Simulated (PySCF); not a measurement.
Constitutional and geometric isomers with formula C2H2O. All species are isolated molecules in the gas phase. Strings in code marks are SMILES.

The S1–T1 gap (TDA) from two functionals at the same geometries (r2SCAN-D4/def2-TZVP), both in PySCF: PBE-D3(BJ)/def2-TZVP and r2SCAN-D4/def2-TZVP. Excitations are Tamm–Dancoff values on a coarser integration grid. The basis has no diffuse functions, so Rydberg states are missing or too high.

| species | PBE-D3(BJ)/def2-TZVP (eV) | r2SCAN-D4/def2-TZVP (eV) |
|---|---|---|
| `C1=CO1` | 1.35 | 1.73 |
| `C#CO` | 0.24 | 0.75 |
| `C=C=O` | 0.40 | 0.49 |

Over these rows, drawn at random from the members with no instability flagged (it was tested for open shells, ions and some series alone), PBE minus r2SCAN-D4: mean -0.33 eV, from -0.51 eV to -0.10 eV.
